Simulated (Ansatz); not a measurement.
Band gap of some phosphides, arsenides and antimonides, all zinc-blende

Method: PBE+SOC (Ansatz, a program for electronic structure; the runs differ in potentials, basis or settings). References are measured gaps from which a computed or estimated zero-point shift was taken out, by their sources or here, so that they lie as a rule above the printed measurements. The table is a random draw of 8 from 9 solids with such references.

Values in eV.

```tsv
solid	reference	PBE+SOC	error (eV)
zinc-blende InAs	0.44	0.00	-0.44
zinc-blende GaP	2.43	1.57	-0.86
zinc-blende InP	1.47	0.67	-0.80
zinc-blende GaSb	0.84	0.00	-0.84
zinc-blende AlAs	2.28	1.35	-0.93
zinc-blende GaAs	1.57	0.41	-1.16
zinc-blende AlP	2.54	1.59	-0.95
zinc-blende InSb	0.26	0.00	-0.26
```

Over these 8 solids the mean error is -0.78 eV, the mean absolute error 0.78 eV (median 0.85 eV), and the worst case zinc-blende GaAs at -1.16 eV; the value is below the reference in 8 of 8 cases. Over all 9, from unrounded values, the mean error is -0.80 eV and the mean absolute error 0.80 eV (median 0.86 eV). Caveats on values not shown: for solids of elements lighter than gallium the value without spin–orbit coupling stands in (1).

Differences are worked out from the printed values.

Semilocal Kohn–Sham gaps run low as a rule, and all computed gaps are for a static lattice, while measured ones hold electron–phonon shifts unless said otherwise.

Cells: PBE+SOC at the measured cell. Caveats: for solids of elements lighter than gallium the value without spin–orbit coupling stands in (zinc-blende AlP). Ansatz's density-functional and Hartree–Fock values are scalar-relativistic unless marked +SOC, with PAW data made under PBE.

A closed gap counts as zero, however far the bands overlap: PBE+SOC: zinc-blende InAs, zinc-blende GaSb, zinc-blende InSb.

Not in this set, of the phosphides, arsenides and antimonides with a reference value in our tables and a result at some level: 22 for a reference of another kind, counted apart; 2 for sources at odds. These can be a level's best or worst cases. At least 7 more with a reference value are held back for tests. Solids without a released value at any level aren't counted. Without +SOC, gaps count where the solid holds none of Ge, As, Se, Br, Sn, Sb, Te, I or the elements past barium, or holds Ge, As, Se or Br with a gap over 4 eV. Layered and molecular crystals are counted apart.

References as tabulated in, or derived from, Chen et al. (2018), doi:10.1103/physrevmaterials.2.073803; arXiv:2302.06325.
